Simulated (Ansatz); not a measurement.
# BH₄O (charge -1), SMILES [BH3-]O: a rigid scan of one bond length

With Ansatz 0.2.0, Python API.

The cells in order, each with its output:

**Cell 1**
```python
import ansatz as az
import matplotlib.pyplot as plt
import numpy as np
```

**Cell 2**
```python
system = (
    az.Crystal.molecule()
    .atom('B', [-0.3682, 0.0013, -0.0155])
    .atom('O', [0.9809, -0.4455, -0.4005])
    .atom('H', [-0.4886, 1.1676, -0.2345])
    .atom('H', [-1.1771, -0.5984, -0.6517])
    .atom('H', [-0.5515, -0.2102, 1.144])
    .atom('H', [1.6045, 0.0851, 0.1583])
)

symbols = [site.symbol for site in system.cartesian_sites]
start = np.array([site.position_ang for site in system.cartesian_sites])
axis = (start[2] - start[0]) / np.linalg.norm(start[2] - start[0])
moving = [2]
lengths, energies = [1.05, 1.097, 1.145, 1.193, 1.24, 1.288, 1.336, 1.407], []
for length in lengths:
    xyz = start.copy()
    xyz[moving] += (length - np.linalg.norm(start[2] - start[0])) * axis
    point = az.Crystal.molecule()
    for symbol, place in zip(symbols, xyz):
        point = point.atom(symbol, place.tolist())
    calculation = (
        point.calculation()
        .basis(gaussian='cc-pVDZ')
        .correlation('ccsd_t')
        .charge(-1)
    )
    rep = calculation.run().report
    energies.append(rep['free_energy_ev'])
    print(f'r = {length:6.3f} A  E = {energies[-1]:.5f} eV  <S^2> = {abs(rep["mean_field"]["state"]["spin_squared"]):.3f}')
```
Output:
```text
r =  1.050 A  E = -2780.82986 eV  <S^2> = 0.000
r =  1.097 A  E = -2781.09972 eV  <S^2> = 0.000
r =  1.145 A  E = -2781.28613 eV  <S^2> = 0.000
r =  1.193 A  E = -2781.40125 eV  <S^2> = 0.000
r =  1.240 A  E = -2781.45950 eV  <S^2> = 0.000
r =  1.288 A  E = -2781.47533 eV  <S^2> = 0.000
r =  1.336 A  E = -2781.45677 eV  <S^2> = 0.000
r =  1.407 A  E = -2781.38259 eV  <S^2> = 0.000
```

**Cell 3**
```python
# quartic fit about the minimum
fit = np.polynomial.Polynomial.fit(lengths, np.array(energies) - min(energies), 4).convert()
roots = [r.real for r in fit.deriv().roots() if abs(r.imag) < 1e-9 and fit.deriv(2)(r.real) > 0]
r_e = min(roots, key=lambda r: abs(r - lengths[int(np.argmin(energies))]))
print(f'minimum of the fit at {r_e:.4f} A, force constant {fit.deriv(2)(r_e):.2f} eV/A^2')
plt.figure(figsize=(4.5, 3))
plt.plot(lengths, np.array(energies) - min(energies), 'o-')
plt.xlabel('bond length (A)')
plt.ylabel('E - E(min) (eV)')
plt.tight_layout()
plt.savefig('scan.png', dpi=100)
```
Output:
```text
minimum of the fit at 1.2842 A, force constant 14.96 eV/A^2
```

Caveats:
- The settings weren't tested for convergence.
- The rest of the molecule is held rigid at a force-field or estimated start geometry, and the basis set is modest; single-reference methods fail as a bond breaks.
- The orbitals are restricted, so S² is zero by construction.
- S² is that of the Hartree-Fock reference.
- Anions want diffuse functions, which this basis lacks.
- Hardware and time: 9.5 s on 1 thread of Arm Neoverse N1, with other jobs on the host, peak memory 0.21 GiB.
